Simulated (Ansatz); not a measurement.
What a trial cell of BeTl2 relaxes into

Level of theory: DFT PBE, scalar-relativistic, plane waves, PAW (Ansatz). Cutoff 420 eV, Γ-centred k mesh, Gaussian smearing, no spin polarisation in the final step.

The start puts BeTl2 on the AlB2 structure type (P6/mmm, No. 191), with Be in place of Al, Tl in place of B, at a guessed volume.

```
Be Tl
1.0
     4.04008    0.00000    0.00000
    -2.02004    3.49881    0.00000
     0.00000    0.00000    4.36221
Be Tl
1 2
Direct
  0.00000 0.00000 0.00000
  0.33333 0.66667 0.50000
  0.66667 0.33333 0.50000
```

Cell and atoms relax at zero pressure; the relaxation can't lower the symmetry of the start. After a coarse first stage the cell is made exact in the group found at 0.06 Å.

The zero of energy is the elements' standard structures at the same level; no fitted shifts are applied.

(1) What does it relax into?

(2) What are its volume, energy, density and gap?

Results:

(1) It keeps P6/mmm (No. 191), but not the shape of the type it started on. Conventional cell: a = 5.386 Å, c = 3.069 Å. Be has 2 Be at 3.07 Å and 12 Tl at 3.47 Å; Tl has 5 Tl at 3.07–3.11 Å and 6 Be at 3.47 Å.

```
Be Tl
1.0
     5.38610    0.00000    0.00000
    -2.69305    4.66450    0.00000
     0.00000    0.00000    3.06859
Be Tl
1 2
Direct
  0.00000 0.00000 0.00000
  0.33333 0.66667 0.50000
  0.66667 0.33333 0.50000
```

(2) The volume per atom is 25.7 Å³, the density is 9.0 g/cm³ and the energy over the elements is 0.82 eV/atom. The gap on the 12×12×16 mesh is 0 eV (a metal).

The final run used a 12×12×16 mesh on its 3-atom cell and 0.10 eV smearing. The k mesh leaves about 4 meV/atom of noise in metals. No dispersion correction is applied, so the spacing between layers, chains or molecules is poorly fixed, and with it the volume and density. Spin–orbit coupling is left out. A structure relaxed within its symmetry needn't be a true minimum.

Cost: 4 runs of about 1.9 core-minutes in all, on Arm Neoverse V2 (shared hosts).